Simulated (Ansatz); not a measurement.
How close CCSD(T) comes to the exact answer in a basis

Each species is computed at the geometry given (Å), with frozen cores, in Ansatz 0.2.0: RHF-CCSD(T) for singlets, UHF-CCSD(T) otherwise, and full CI in the same basis. The program picks the determinant by trial CCSD, so it needn't be the lowest Hartree–Fock solution. States: HAlO Σ⁺ or Δ, HCSi Π, AlH4⁺ A1. Cases whose determinant has another symmetry than full CI's state, or whose (Q) step broke down, weren't drawn.

Judging by size, spin and bonding, rank them by the size of CCSD(T)'s error in total energy against full CI in the same basis, smallest first (an estimate).
A. HAlO, singlet, 6-31G: Al 0.000 0.000 0.008; O 0.000 0.000 -1.585; H 0.000 0.000 1.577
B. AlH$_{4}$⁺, singlet, cc-pVDZ: Al 0.000 0.000 -0.119; H 0.000 -0.385 1.922; H 0.000 0.385 1.922; H 0.000 1.537 -0.335; H 0.000 -1.537 -0.335
C. HCSi, doublet, 6-31G: Si 0.000 0.000 1.674; C 0.000 0.000 -0.227; H 0.000 0.000 -1.447

B (9.1 meV), A (44.9 meV), C (77.3 meV).

```tsv
species	basis	correlated electrons	CCSD(T) − full CI (meV)	CCSDT(Q) − full CI (meV)	unpaired electrons (full CI)	T1	⟨S²⟩ of the determinant
AlH4⁺, singlet	cc-pVDZ	6	9.1	0.2	0.03	0.009	0.00
HAlO, singlet	6-31G	10	44.9	-21.3	0.12	0.041	0.00
HCSi, doublet	6-31G	9	77.3	-1.2	1.26	0.102	1.47
```

Unpaired electrons are Σ n²(2−n)² over natural occupations; an open shell counts its own unpaired electrons too. Frozen cores follow each run's orbitals, which moves totals by a few meV.
